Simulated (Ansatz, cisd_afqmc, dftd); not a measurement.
Reaction: BNH4 (SMILES BN) → BH2 (SMILES [BH2], doublet) + NH2 (SMILES [NH2], doublet) (the B-N bond breaks)
Each species at its own B3LYP-D3(BJ)/def2-TZVP minimum (Ansatz, a quantum-chemistry and plane-wave program).

Property: bond dissociation energy (electronic), in kcal/mol. UHF or UKS for unpaired electrons; spin-orbit terms are left out. Cores are frozen in correlated methods. Rows without X2C or -DK are non-relativistic. The Monte Carlo rows (phaseless AFQMC, CISD trial, step 0.005/hartree) carry one-sigma bars that omit the constraint's bias. Outlying blocks are dropped, and bars are widened where a walk drifts. Over all cases where full CI ran beside it in this data, AFQMC minus full CI had a median of +0.1 mEh and passed +0.4 mEh in a tenth of the cases. CBS(X,Y): correlation extrapolated as X^-3, Hartree-Fock from the larger set (Q,5: extrapolated as (X+1)exp(-9√X)). A bracket is a step between two methods taken in the basis named. The functionals are non-relativistic, so their misses hold any scalar relativity. Double hybrids freeze cores in their MP2 part. 'core' is core correlation in cc-pwCVTZ, 'X2C' scalar relativity in cc-pVTZ-DK, both at CCSD(T).

| level | program | bond dissociation energy (kcal/mol) | difference against the last row |
|---|---|---|---|
| PBE-D3(BJ)/def2-TZVPD | Ansatz + dftd3 | 149.0 | 0.2 |
| PBE-D4/def2-TZVPD | Ansatz + dftd4 | 149.0 | 0.2 |
| PBE/def2-TZVPD | Ansatz | 148.3 | -0.5 |
| B3LYP-D4/def2-TZVPD | Ansatz + dftd4 | 145.2 | -3.6 |
| PBE0-D4/def2-TZVPD | Ansatz + dftd4 | 146.5 | -2.3 |
| wB97X-V/def2-TZVPD | Ansatz | 148.1 | -0.7 |
| B2GP-PLYP-D4/def2-TZVPD | Ansatz + dftd4 | 146.8 | -2.0 |
| B2GP-PLYP/def2-TZVPD | Ansatz | 146.5 | -2.3 |
| MP2/CBS(cc-pVTZ,cc-pVQZ) | Ansatz | 154.1 | 5.3 |
| CCSD(T)/cc-pVDZ | Ansatz | 142.1 | -6.7 |
| CCSD(T)/cc-pV5Z | Ansatz | 147.7 | -1.1 |
| CCSDT(Q)/cc-pVDZ | Ansatz | 142.2 | -6.6 |
| AFQMC/CISD/cc-pVDZ | cisd_afqmc | 142.4 ± 0.3 | -6.4 |
| CCSD(T)/CBS(cc-pVQZ,cc-pV5Z) + [CCSDT(Q) - CCSD(T)]/cc-pVTZ + core + X2C | Ansatz | 148.8 | 0.0 |
| CCSD(T)/CBS(cc-pVQZ,cc-pV5Z) + [CCSDT(Q) - CCSD(T)]/cc-pVTZ + [CCSDTQ - CCSDT(Q)]/cc-pVDZ + core + X2C | Ansatz | 148.8 | 0.0 |
